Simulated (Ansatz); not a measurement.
# C3: the cost of one run

Program: Ansatz 0.2.0. Level of theory: the levels named in each step. These are calculated values, not measurements.

## 1. Starting point

Bond lengths: C1–C2 1.288 Å, C2–C3 1.288 Å. Angles: C1–C2–C3 180.0°.

As a file:

```xyz
3

C     0.0000    0.0000   -1.2879
C     0.0000    0.0000    0.0000
C     0.0000    0.0000    1.2879
```

## 2. A rough first relaxation, PBE-D4/def2-SVP

This run stands in another session on the same molecule. It ended at:

```xyz
3

C     0.0000    0.0000   -1.3105
C     0.0000    0.0000    0.0000
C     0.0000    0.0000    1.3105
```

## 3. Relaxation, PBE0-D4/def2-TZVPP

This run stands in another session on the same molecule. It ended at:

```xyz
3

C     0.0000    0.0000   -1.2883
C     0.0000    0.0000    0.0000
C     0.0000    0.0000    1.2883
```

## 4. Frequencies, PBE0-D4/def2-TZVPP

Input file input.yaml:

```yaml
crystal:
  periodic: [false, false, false]
  atoms:
    - { symbol: C, position_ang: [0.0, 0.0, -1.28831558] }
    - { symbol: C, position_ang: [0.0, 0.0, 1.4e-07] }
    - { symbol: C, position_ang: [0.0, 0.0, 1.28831543] }
basis:
  gaussian: { orbitals: def2-TZVPP }
hamiltonian:
  xc: pbe0
  dispersion: d4
phonons: {}
```

The run is started by

```console
$ ansatz run input.yaml --threads 2 --pin off --max-ram 5120MiB --backend cpu --events-out ev --progress --plain --runs-dir out
```

What time and memory should one allow on 2 threads of AMD EPYC 7R43 (Zen 3), shared host?

About 11 s, with a peak of 0.14 GiB.
